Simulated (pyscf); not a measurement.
Structures and frequencies: ωB97X-D3(BJ)/def2-SVP in PySCF.

Question: PBE/def2-TZVP puts the barrier of CH₄ + HO–Sn(OH)(OH)–OH → H₃C–Sn(OH)(OH)–OH + H₂O (four-centre exchange; singlet surface; C–H, O–Sn broken, C–Sn, H–O formed) at 36.6 kcal/mol and the reaction energy at +8.6 kcal/mol, from the separated reactants. What do r²SCAN/def2-TZVP, M06-2X/def2-TZVP, ωB97M-D3(BJ)/def2-TZVP give on the same structures?

Answer: r²SCAN: ΔE‡ = 36.9 kcal/mol, ΔE = +9.6 kcal/mol; M06-2X: ΔE‡ = 39.9 kcal/mol, ΔE = +9.9 kcal/mol; ωB97M-D3(BJ): ΔE‡ = 41.0 kcal/mol, ΔE = +7.9 kcal/mol. PBE's barrier lies under all of them, by 0.3 to 4.4 kcal/mol. Its reaction energy lies among theirs. On the product side the descent ends in an adduct with a O–Sn contact (not fully relaxed), 13.5 kcal/mol under the separated species and 46.2 kcal/mol under the saddle at ωB97X-D3(BJ)/def2-TZVP. What is counted as broken (O–Sn) persists as a longer contact in the product adduct; parting that adduct is a step of its own. This is the saddle that the search found; another between the same sides may lie lower. Elements past Kr carry the def2 core potentials, without spin-orbit coupling.
